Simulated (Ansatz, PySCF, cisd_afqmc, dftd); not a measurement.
Reaction: CS (SMILES [C-]#[S+]) → CS+ (parent SMILES [C-]#[S+], doublet) + e-
Each species at its own B3LYP-D3(BJ)/def2-TZVP minimum (Ansatz, a quantum-chemistry and plane-wave program).

Property: adiabatic ionisation energy (0 K, zero-point energies from PySCF's Hessians at B3LYP-D3(BJ)/def2-TZVP), in eV. Open shells are spin-unrestricted; no spin-orbit coupling. Correlated methods leave the cores frozen. Rows without X2C or -DK are non-relativistic. AFQMC is phaseless with a CISD trial state; ± is one standard error, without the phaseless bias. Outlying blocks are dropped, and bars are widened where a walk drifts. Over all cases where full CI ran beside it in this data, AFQMC minus full CI had a median of +0.1 mEh and passed +0.4 mEh in a tenth of the cases. CBS(X,Y): correlation extrapolated as X^-3, Hartree-Fock from the larger set (Q,5: extrapolated as (X+1)exp(-9√X)). A bracket is a step between two methods taken in the basis named. The functionals are non-relativistic, so their misses hold any scalar relativity. Double hybrids freeze cores in their MP2 part. '+ core + X2C': CCSD(T) terms for core correlation (cc-pwCVTZ, 1s frozen past Ne) and scalar relativity (cc-pVTZ-DK). The T1 diagnostic of CS ([C-]#[S+], singlet) reaches 0.025 in the sets run. The UHF reference of CS+ (parent SMILES [C-]#[S+], doublet) is spin-contaminated (<S^2> up to 0.71 over the pure value in the sets run).

Measured: 11.33 eV (CCCBDB table in ASE).

| level | program | adiabatic ionisation energy (eV) | error against that value |
|---|---|---|---|
| HF/cc-pV(T+d)Z | Ansatz | 9.87 | -1.46 |
| PBE-D4/def2-TZVPD | Ansatz + dftd4 | 11.26 | -0.07 |
| PBE/def2-TZVPD | Ansatz | 11.26 | -0.07 |
| B3LYP-D3(BJ)/def2-TZVPD | Ansatz + dftd3 | 11.42 | 0.09 |
| B3LYP-D4/def2-TZVPD | Ansatz + dftd4 | 11.43 | 0.10 |
| CAM-B3LYP-D3(BJ)/def2-TZVPD | Ansatz + dftd3 | 11.44 | 0.11 |
| CAM-B3LYP-D4/def2-TZVPD | Ansatz + dftd4 | 11.45 | 0.12 |
| B2PLYP/def2-TZVPD | Ansatz | 11.36 | 0.03 |
| MP2/cc-pV(D+d)Z | Ansatz | 11.77 | 0.44 |
| MP2/CBS(cc-pV(T+d)Z,cc-pV(Q+d)Z) | Ansatz | 12.30 | 0.97 |
| CCSD/CBS(cc-pV(T+d)Z,cc-pV(Q+d)Z) | Ansatz | 11.32 | -0.01 |
| CCSDT(Q)/cc-pV(D+d)Z | Ansatz | 10.93 | -0.40 |
| CCSDT(Q)/cc-pV(T+d)Z | Ansatz | 11.18 | -0.15 |
| CCSDTQ/cc-pV(D+d)Z | Ansatz | 10.93 | -0.40 |
| AFQMC/CISD/cc-pV(D+d)Z | cisd_afqmc | 10.96 ± 0.02 | -0.37 |
| CCSD(T)/CBS(cc-pV(Q+d)Z,cc-pV(5+d)Z) + [CCSDT(Q) - CCSD(T)]/cc-pV(T+d)Z + core + X2C | Ansatz | 11.33 | 0.00 |
| CCSD(T)/CBS(cc-pV(Q+d)Z,cc-pV(5+d)Z) + [CCSDT(Q) - CCSD(T)]/cc-pV(Q+d)Z + [CCSDTQ - CCSDT(Q)]/cc-pV(D+d)Z + core + X2C | Ansatz | 11.34 | 0.01 |
